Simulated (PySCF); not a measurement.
H₆Si₂, SMILES [SiH3][SiH3]. Heavy atoms are numbered as in [SiH3:1][SiH3:2]. Hydrogens are named by the atom that carries them.

Coordinates come from a TPSSh-D3(BJ)/def2-TZVP optimisation.

Level of theory: PBE/def2-TZVPD (PySCF).

Mulliken values depend strongly on the basis, most of all with diffuse functions as here. Atomic charges (e), one atom of each kind:

| atom | Mulliken | meta-Löwdin |
|---|---|---|
| Si1 (SiH3) | 0.04 | 0.18 |
| H on Si1 | -0.01 | -0.06 |
